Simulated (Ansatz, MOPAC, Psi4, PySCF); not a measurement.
Process, species as SMILES: N (NH3) → [NH2-] + H+

Wanted: gas-phase deprotonation energy (enthalpy at 298 K), in kcal/mol. Set-up: non-relativistic; no dispersion term unless named; spin-orbit terms left out; 6-31G* and kin with 6d, 5d where marked. Ab initio and DFT rows: single points at B3LYP-D3(BJ) geometries (Ansatz, a program for electronic structure), with unscaled harmonic terms from B3LYP/6-31G* at its own minima. Semi-empirical rows: MOPAC heats of formation at their own minima for 298 K, the proton's as measured. Anions need diffuse functions, which STO-3G, LANL2DZ, def2-SVP, cc-pVDZ and Pople sets without + lack.

```tsv
species	coefficient	E at wB97X-D/6-31G* (Psi4), Eh	E at M06-2X/def2-TZVPD (PySCF), Eh	H(298 K) - E, kcal/mol	heat of formation at MNDO (MOPAC), kcal/mol
N (NH3)	-1	-56.52922	-56.55130	24.05	-6.38
[NH2-]	+1	-55.82008	-55.88959	13.46	47.28
H+	+1	0.00000	0.00000	1.48	365.69
```

Measured values: Active Thermochemical Tables 1.112 (ions: stationary electron), as tabulated in the package chemicals; they hold spin-orbit and core effects, anharmonicity.  Value to compare with, the measured value: 403.4 kcal/mol. 1 Eh = 627.5095 kcal/mol.

Q: Compute it at each level from the table, and compare with the measured value.

A: 
- wB97X-D/6-31G*: the sum of coefficient times E is 0.70914 Eh, or 444.99 kcal/mol; the thermal terms add -9.11. Result: 435.9 kcal/mol. Its error against the measured value is 32.5 kcal/mol.
- M06-2X/def2-TZVPD: the sum of coefficient times E is 0.66171 Eh, or 415.23 kcal/mol; the thermal terms add -9.11. Result: 406.1 kcal/mol. Its error against the measured value is 2.7 kcal/mol.
- MNDO: the sum of coefficient times heat of formation is 419.35 kcal/mol; it needs no thermal term. Its error against the measured value is 16.0 kcal/mol.
